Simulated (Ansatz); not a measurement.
# The cluster Ca₂Si−: structure and electronic state

What does the cluster Ca₂Si− look like as a doublet, and where do its frontier electrons sit?

Computed with Ansatz 0.2.0, Gaussian basis. Level: UKS PBE0-D4/def2-TZVPD.

Levels to be run: relaxation at B3LYP-D4/def2-TZVPD; a single point at PBE0-D4/def2-TZVPD; harmonic vibrations at B3LYP-D4/def2-TZVPD.

1 further run of the same task is left out (set aside as unsound or not needed). Runs told in other sessions of the task aren't counted.

## 1. Starting geometry

3 atoms, charge -1, spin multiplicity 2.

Atoms are counted from 1 here; the program's logs count them from 0.

Bond lengths: Ca1–Si3 2.848 Å, Ca2–Si3 2.955 Å. Angles: Ca1–Si3–Ca2 78.6°.

Coordinates:

```xyz
3

Ca    0.0000    0.0000    0.0000
Ca   -0.9097    0.2439    3.5537
Si    0.3163   -1.9722    2.0306
```

The ion is computed in the gas phase, without counter-ions or solvent.

The start is a random packing geometry.

## 2. Optimising with B3LYP-D4/def2-TZVPD

Contents of in.yaml:

```yaml
crystal:
  periodic: [false, false, false]
  atoms:
    - {symbol: Ca, position_ang: [0.000000, 0.000000, 0.000000]}
    - {symbol: Ca, position_ang: [-0.909700, 0.243900, 3.553700]}
    - {symbol: Si, position_ang: [0.316300, -1.972200, 2.030600]}
basis:
  gaussian: {orbitals: def2-TZVPD}
total_charge: -1
magnetization: {spin_polarized: true, initial_magnetization: 1}
hamiltonian: {xc: {name: B3LYP}, dispersion: d4}
scf: {lower_state_search: "off"}
output: {orbitals: {seedname: orbitals}}
relax: {f_tol: 0.02, max_steps: 100}
```

Run with:

```
ansatz run in.yaml --threads 4 --pin off --events-out ev --progress --plain --max-ram 3916MiB
```

After this run come: Single point, PBE0-D4/def2-TZVPD; Harmonic vibrations.

**Question.** What will the summary of the whole plan be? Wanted: point group; commonest bond; HOMO, LUMO at PBE0-D4/def2-TZVPD; ⟨S²⟩; lowest, highest wavenumber.

**Answer**, as computed:

| quantity | value |
| --- | --- |
| point group | C2v |
| commonest bond | Ca–Si, 2 of mean length 2.748 Å |
| HOMO, LUMO at PBE0-D4/def2-TZVPD (over both spins) | -0.21, 1.26 eV |
| ⟨S²⟩ | 0.948 |
| lowest, highest wavenumber | 102, 276 cm⁻¹ |

In words: The molecule keeps its bonding pattern by the stored test; the atoms moved 0.10 Å (rms). All wavenumbers are real: a minimum at this level. The alpha HOMO lies nearest to Si3 69 %; Ca1, Ca2 about 15 % each and the alpha LUMO to Si3 43 %; Ca1, Ca2 about 29 % each (shares on a coarse grid); over both spins the HOMO of beta spin, not drawn, take the frontier's place. Doubts on the single point: spin contamination. Whether this spin is the lowest isn't tested here.

The anion's highest level is positive in at least one run, so there the basis alone may hold the extra electron.
